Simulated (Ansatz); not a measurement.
Base system: CdSe in the zinc blende structure (space group F-43m, No. 216; a = 6.1333 Å).

Method: Ansatz (a first-principles code) r2SCAN, no spin-orbit coupling, earlier PAW set.

It is then changed as follows: Te takes the place of Se on all its sites; the structure is relaxed again.

Measured lattice parameter a: CdSe 6.077 Å (room temperature; as listed in arXiv:1206.3780); CdTe 6.48 Å (room temperature; as listed in M J Lucero, T M Henderson, G E Scuseria, Journal of Physics Condensed Matter (2012)).

**Question.** How well does r2SCAN reproduce the measured shift?

**Answer.** With r2SCAN the lattice parameter a moves by +0.425 Å (6.133 → 6.558) against +0.403 Å measured.

No phonon test of stability was made.
